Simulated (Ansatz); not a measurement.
Double-hcp La was calculated with PBE-D3(BJ) in Ansatz (PAW).

Run with plane-wave cutoff 500 eV, 24×24×6 k mesh (along the axes of the cell as run), Fermi–Dirac smearing 0.1 eV, scalar-relativistic PAW data made under PBE.

Computed at the level's own relaxed cell.

### Question
What does this level give for the equilibrium volume per atom, lattice parameter a and c axis length?

### Answer

* **equilibrium volume per atom**: 34.46 Å³/atom
* **lattice parameter a**: 3.673 Å
* **c axis length**: 11.797 Å

Measured, for comparison: lattice constant a 3.774 Å, lattice parameter c 12.171 Å (293 K, not corrected to a static lattice; as tabulated in Wikipedia's data pages). Computed (rounded) less measured: lattice constant a -2.7 %, lattice parameter c -3.1 %.

Spin–orbit coupling is not included.

Static lattice: no zero-point or thermal effects.

Ansatz is a program for electronic structure.
